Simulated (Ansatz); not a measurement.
**Lattice constant a of bcc V: levels of theory against measurement**

Reference value: 3.021 Å (measured, static lattice: zero-point anharmonic expansion removed; as tabulated in Mejia-Rodriguez and Trickey (2018), arXiv:1807.09216).

Problem. Which of these levels comes closest to the reference?
A) PBE (Ansatz (a first-principles code))
B) LDA (Ansatz)
C) HSE06-D3(BJ) (Ansatz)
D) rVV10 (Ansatz)

Solution. D, rVV10 (Ansatz)

```
level (code)           value (Å)  error (%)
---------------------  ---------  ---------
LDA (Ansatz)               2.926      -3.14
PBE (Ansatz)               2.997      -0.79
rVV10 (Ansatz)             3.008      -0.43
HSE06-D3(BJ) (Ansatz)      2.907      -3.77
```

Closest of the ranked levels: rVV10 (-0.43 %). Farthest off among them: HSE06-D3(BJ) (-3.77 %). Within 1 %: PBE, rVV10. All 4 levels lie below the reference.

The crystal itself was run without spin with LDA, PBE, rVV10, HSE06-D3(BJ); a magnetic state was not tried in these runs. Cutoffs and k meshes differ between the levels. Ansatz's density-functional and Hartree–Fock values are scalar-relativistic unless marked +SOC, with PAW data made under PBE.

Differences are worked out from the printed values.
